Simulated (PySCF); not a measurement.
Species: C₆H₄ (triplet state).
SMILES: `[c]1cc[c]cc1`

Computed geometry: GFN2-xTB, gas phase. This method treats the open shell by occupation alone, without spin polarisation.

Take the most abundant isotopes and a rigid rotor. 

Task: Give the principal moments of inertia and the rotational constants in GHz.

Result: Ia = 70.91, Ib = 90.64, Ic = 161.55 u·Å²; 505379 MHz·u·Å²/I gives 7127, 5576 and 3128 MHz, that is A = 7.1267, B = 5.5757, C = 3.1283 GHz.

Task: What kind of rotor is it?

Result: An asymmetric top; Ray's κ = 0.224.

Task: What does the inertial defect say?

Result: Planar: Δ = Ic − Ia − Ib = 0.00 u·Å². For a rigid frame Δ = −2 Σ m c², so it vanishes when all atoms lie in the ab plane; here none is more than 0.01 Å from it.

Task: Give the coordinates in the principal-axis frame, origin at the centre of mass.

Result: The sense of each axis is arbitrary; atoms in the order of the calculation.
```json
{"atom": "C1", "mass (u)": "12.000", "a (Å)": "0.001", "b (Å)": "1.309", "c (Å)": "0.000"}
{"atom": "C2", "mass (u)": "12.000", "a (Å)": "1.226", "b (Å)": "0.697", "c (Å)": "-0.001"}
{"atom": "C3", "mass (u)": "12.000", "a (Å)": "1.225", "b (Å)": "-0.699", "c (Å)": "0.001"}
{"atom": "C4", "mass (u)": "12.000", "a (Å)": "-0.001", "b (Å)": "-1.309", "c (Å)": "-0.001"}
{"atom": "C5", "mass (u)": "12.000", "a (Å)": "-1.226", "b (Å)": "-0.697", "c (Å)": "0.000"}
{"atom": "C6", "mass (u)": "12.000", "a (Å)": "-1.225", "b (Å)": "0.699", "c (Å)": "0.001"}
{"atom": "H7", "mass (u)": "1.008", "a (Å)": "2.148", "b (Å)": "1.259", "c (Å)": "-0.001"}
{"atom": "H8", "mass (u)": "1.008", "a (Å)": "2.147", "b (Å)": "-1.262", "c (Å)": "0.003"}
{"atom": "H9", "mass (u)": "1.008", "a (Å)": "-2.148", "b (Å)": "-1.259", "c (Å)": "-0.001"}
{"atom": "H10", "mass (u)": "1.008", "a (Å)": "-2.147", "b (Å)": "1.262", "c (Å)": "0.004"}
```

Task: Where do the levels up to J = 5 lie, in K?

Result: Above 0(0,0), as E/k:
J = 1: 1(0,1) 0.418, 1(1,1) 0.492, 1(1,0) 0.610
J = 2: 2(0,2) 1.184, 2(1,2) 1.210, 2(1,1) 1.563, 2(2,1) 1.786, 2(2,0) 1.855
J = 3: 3(0,3) 2.246, 3(1,3) 2.252, 3(1,2) 2.926, 3(2,2) 3.039, 3(2,1) 3.300, 3(3,1) 3.740, 3(3,0) 3.771
J = 4: 4(0,4) 3.600, 4(1,4) 3.601, 4(1,3) 4.613, 4(2,3) 4.652, 4(2,2) 5.218, 4(3,2) 5.498, 4(3,1) 5.661, 4(4,1) 6.366, 4(4,0) 6.378
J = 5: 5(0,5) 5.252, 5(1,5) 5.252, 5(1,4) 6.582, 5(2,4) 6.592, 5(2,3) 7.524, 5(3,3) 7.655, 5(3,2) 8.083, 5(4,2) 8.603, 5(4,1) 8.686, 5(5,1) 9.670, 5(5,0) 9.674
The levels of one J sum to (2J + 1)J(J + 1)(A + B + C)/3.

Task: Estimate the classical rotational partition function at 10 K, 50 K and 298.15 K.

Result: Point group D2h, symmetry number σ = 4; q = (√π/σ)·√((kT/h)³/(ABC)), k/h = 20836.6 MHz/K: 120 at 10 K, 1340 at 50 K, 19500 at 298.15 K.

For this open shell read J as N, the rotation without spin; fine and hyperfine splittings come on top. No GFN2-xTB frequencies stand behind this structure, so it isn't proved a minimum. These are rigid-rotor constants of the computed structure; measured ground-state constants (B0) also hold zero-point vibration.
